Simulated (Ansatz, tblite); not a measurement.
# SiFH3 (SiH₃F): one state, many levels

How do method and basis change the picture of SiFH3 (SiH₃F) (singlet)?

Program: Ansatz 0.2.0, Gaussian basis. Level of theory: as each input shows. These are calculated values, not measurements.

Plan: GFN1-xTB, GFN2-xTB, PBE-D4/def2-TZVP, r2SCAN-D4/def2-TZVP, BLYP-D4/def2-TZVP, B3LYP-D4/def2-TZVP, ωB97M-V/def2-TZVP, LDA/def2-TZVP, HSE06-D4/def2-TZVP, ωB97X-V/def2-TZVP, B2PLYP/def2-TZVP, PBE-D4/def2-SVP, PBE0-D4/def2-SVP, HF/STO-3G, CCSD(T)/def2-TZVPP, MP2/def2-TZVP, RPA/def2-TZVP.

## (1) The structure

The singlet was relaxed beforehand with PBE0-D4/def2-TZVP.

5 atoms, charge 0, spin multiplicity 1.

Bond lengths: Si1–F2 1.600 Å, Si1–H3 1.482 Å, Si1–H4 1.482 Å, Si1–H5 1.482 Å. Angles: F2–Si1–H3 108.3°, F2–Si1–H4 108.3°, F2–Si1–H5 108.3°, H3–Si1–H4 110.6°, H3–Si1–H5 110.6°, H4–Si1–H5 110.6°.

PBE0-D4/def2-TZVP was run before; its log isn't repeated, and its numbers join the tables.

## (2) GFN1-xTB

Tight binding, by tblite at 300 K electronic temperature and without a spin-polarisation term:

```python
tblite.interface.Calculator('GFN1-xTB', numbers, positions, charge=0, uhf=0).singlepoint()
```

Energy -236.8296 eV, HOMO -12.75 eV, LUMO -5.35 eV; 0.008 s.

## (3) GFN2-xTB

Tight binding, by tblite at 300 K electronic temperature and without a spin-polarisation term:

```python
tblite.interface.Calculator('GFN2-xTB', numbers, positions, charge=0, uhf=0).singlepoint()
```

Energy -219.2378 eV, HOMO -11.83 eV, LUMO -5.15 eV; 0.004 s.

## (4) PBE-D4/def2-TZVP

start.molden holds the orbitals of an earlier run on this state, given as this run's starting guess.

File in.yaml:

```yaml
crystal:
  periodic: [false, false, false]
  atoms:
    - {symbol: Si, position_ang: [-0.000277, 0.000497, -0.040373]}
    - {symbol: F, position_ang: [0.010871, -0.019290, 1.559348]}
    - {symbol: H, position_ang: [1.403022, 0.011214, -0.516069]}
    - {symbol: H, position_ang: [-0.710982, 1.221826, -0.486356]}
    - {symbol: H, position_ang: [-0.702634, -1.214246, -0.516549]}
basis:
  gaussian: {orbitals: def2-TZVP, initial_orbitals: start.molden}
hamiltonian: {xc: pbe, dispersion: d4}
scf: {omitted_lower_state_checks: [starts]}
output: {orbitals: {seedname: orbitals}}
```

The run is started by

```console
$ ansatz run in.yaml --threads 4 --pin off --events-out ev --progress --plain --max-ram 3916MiB
```

After this run come: r2SCAN-D4/def2-TZVP; BLYP-D4/def2-TZVP; B3LYP-D4/def2-TZVP; ωB97M-V/def2-TZVP; LDA/def2-TZVP; HSE06-D4/def2-TZVP; ωB97X-V/def2-TZVP; B2PLYP/def2-TZVP; PBE-D4/def2-SVP; PBE0-D4/def2-SVP; HF/STO-3G; CCSD(T)/def2-TZVPP; MP2/def2-TZVP; RPA/def2-TZVP.

Q: Predict the results of all the runs planned. Wanted: gap in def2-TZVP, named functionals, smallest and largest; correlation energy, CCSD(T)/def2-TZVPP; correlation energy, MP2/def2-TZVP; binding an atom, CCSD(T)/def2-TZVPP; PBE0 total energy, smallest basis above largest.

**Answer**, as computed:

```
                                                 quantity                              value
gap in def2-TZVP, named functionals, smallest and largest  7.07 eV (LDA), 14.20 eV (ωB97X-V)
                   correlation energy, CCSD(T)/def2-TZVPP                          -11.29 eV
                        correlation energy, MP2/def2-TZVP                          -10.14 eV
                      binding an atom, CCSD(T)/def2-TZVPP                           3.237 eV
          PBE0 total energy, smallest basis above largest      6.44 eV (def2-SVP, def2-TZVP)
```

Orbital gaps of the named functionals in def2-TZVP span 7.07 eV (LDA) to 14.20 eV (ωB97X-V); exact exchange widens it. A small miss in a minimal or small basis is a cancelling of errors, not accuracy. The functionals in def2-TZVP miss CCSD(T)/def2-TZVPP by -0.021 (PBE0-D4) to +0.387 eV (LDA) an atom. CCSD(T)/def2-TZVPP isn't at the basis-set limit; small misses against it rank nothing.
